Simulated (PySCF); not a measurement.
## AlN, singlet: the ladder up to full CI

Geometry: a PBE0/def2-TZVP stationary point for this spin.

```xyz
2

Al    0.0000    0.0000    0.0000
N     0.0000    0.0000    1.6681
```

Basis 6-31G; PySCF 2.14.0. Only valence electrons are correlated (noble-gas cores frozen), which leaves 8 electrons in 16 orbitals. R marks a restricted (for open shells ROHF) determinant, U an unrestricted one.

Full CI is exact within this basis and frozen core; it isn't the basis-set limit. The frozen core follows each run's orbitals, which can shift R against U totals by a few meV.

Unrestricted rows (U) aren't spin-pure: their determinants' ⟨S²⟩ exceeds S(S+1) by up to 1.21, so they mix in states of higher spin.

The U cluster runs have T1 = 0.213, too large to trust, so UMP2, UCCSD, UCCSD(T) aren't compared.

- UHF ⟨S²⟩: 1.210
- T1 diagnostic (ROHF- or RHF-based CCSD): 0.1464
- largest doubles amplitude (ROHF- or RHF-based CCSD): 0.252

```json
{"level": "RHF", "E − E(full CI) (meV)": "5882", "share of correlation (%)": "0.00", "wall time": "–"}
{"level": "UHF", "E − E(full CI) (meV)": "4019", "share of correlation (%)": "31.66", "wall time": "–"}
{"level": "RMP2", "E − E(full CI) (meV)": "1829", "share of correlation (%)": "68.91", "wall time": "–"}
{"level": "RCCSD", "E − E(full CI) (meV)": "436", "share of correlation (%)": "92.59", "wall time": "–"}
{"level": "RCCSD(T)", "E − E(full CI) (meV)": "-83", "share of correlation (%)": "101.40", "wall time": "0.49 s"}
{"level": "RCCSDT", "E − E(full CI) (meV)": "34", "share of correlation (%)": "99.42", "wall time": "–"}
{"level": "RCCSDT(Q)", "E − E(full CI) (meV)": "-91", "share of correlation (%)": "101.55", "wall time": "1.4 s"}
```

The correlation energy at full CI, counted from RHF, is -5.882 eV. Full CI, over all symmetries tried, took 5.8 min on 1 thread of Arm Neoverse V1, shared host; the state has 828,944 determinants.

Run but not shown, since their state, orbitals or frozen core can't be matched to the reference's or they repeat it: UMP2, UCCSD, UCCSD(T).

Times are those of the correlated step on a shared host, with one SCF added for the restricted CCSD run; they ran on 1 thread of Arm Neoverse V1.

More than 5 meV below full CI, which no variational method can be: RCCSD(T), RCCSDT(Q).

The full-CI state has the irrep A1 of C2v, in the program's axes (one component, if the state is degenerate).

Natural occupations of full CI about the gap: 1.977 1.868 1.868 1.687 0.304 0.122 0.122 0.020 0.008 0.008; effectively unpaired electrons, Σ n²(2−n)², 0.77.

Atomization energy (electronic, same basis, no zero-point term; atoms at the same level, unrestricted beside the R rows where the molecule is a closed shell; the atoms' step beyond CCSDT comes from their full CI) at full CI: 79.9 kJ/mol. Errors of other levels:

```tsv
level	error (kJ/mol)
RHF	-400.9
UHF	-221.3
RMP2	-124.6
RCCSD	-41.1
RCCSD(T)	8.2
RCCSDT	-3.3
RCCSDT(Q)	8.8
```

This basis is far from its limit, so the value isn't to be set against a measured one.
